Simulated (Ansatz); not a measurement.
The input, for Ansatz 0.2.0:

```yaml
crystal:
  periodic: [false, false, false]
  atoms:
    - {symbol: Ga, position_ang: [-0.018772, 0.061132, 1.283207]}
    - {symbol: As, position_ang: [0.044060, -0.045797, -1.186262]}
    - {symbol: H, position_ang: [0.107576, -1.295398, 2.010469]}
    - {symbol: H, position_ang: [-1.321600, -0.830190, -1.178324]}
    - {symbol: H, position_ang: [-0.762473, 1.300986, -1.419871]}
basis:
  gaussian: {orbitals: STO-3G, point_charges: [{charge: 0.50, position_ang: [4.859, 0.090, -0.307]}]}
magnetization: {spin_polarized: false, initial_magnetization: 1}
correlation: {method: fic_nevpt4_sd, electrons: valence, active_space: {window: {electrons: 3, orbitals: 6}}}
```

```sh
$ ansatz run in.yaml --threads 1 --pin off --events-out ev --progress --plain --max-ram 2393MiB
```

The program prints:

```
389 factors; integrals over basis functions are off by at most 5.9e-5 eV
mean field evaluation 1: about -111888.3382 eV, gradient 9.0e0 eV
mean field evaluation 2: about -111888.3442 eV, gradient 9.0e0 eV
mean field evaluation 4: about -111890.2484 eV, gradient 5.1e0 eV
mean field evaluation 8: about -111890.3766 eV, gradient 5.2e0 eV
mean field evaluation 16: about -111892.8985 eV, gradient 9.8e-3 eV
mean field evaluation 32: about -111892.7994 eV, gradient 6.3e-1 eV
mean field evaluation 64: about -111888.5980 eV, gradient 1.4e1 eV
mean field -111892.89893063 eV, -4111.9881919697 hartree, gradient 1.4e-6 eV, S^2 0.750000; 9 other end points of the search recorded, 0 dependent functions left out
reference -111892.89893063 eV, -4111.9881919697 hartree; 34, 33 occupied and 5, 6 virtual orbitals, 389 factors
state -111893.44697882 eV, -4112.0083323694 hartree
state -111893.44697882 eV, -4112.0083323694 hartree; corrected -111895.23249528 eV, -4112.0739488888 hartree
state -111893.43978361 eV, -4112.0080679502 hartree
state -111893.43978361 eV, -4112.0080679502 hartree; corrected -111895.23152092 eV, -4112.0739130817 hartree
state -111893.44697882 eV, -4112.0083323694 hartree; corrected -111895.23249528 eV, -4112.0739488888 hartree
2 active orbitals were swapped for others, from the solution at -111893.43975929 eV, -4112.0080670564 hartree to that at -111893.44696382 eV, -4112.0083318181 hartree; typed "places" are swapped only where nearly empty or full, and so, without "given_window_search", are "orbital_numbers", "shells" and a window whose orbitals a file names under [Active]
WARN: 2 active orbitals are nearly empty or full. The corrections depend on them more than the energy does, and are more stable in an active space without them
Total energy: -111895.23249528 eV, -4112.0739488888 hartree
```

Ran on 1 thread of Intel Xeon, shared host: 22 s wall, 0.29 GiB peak host memory.
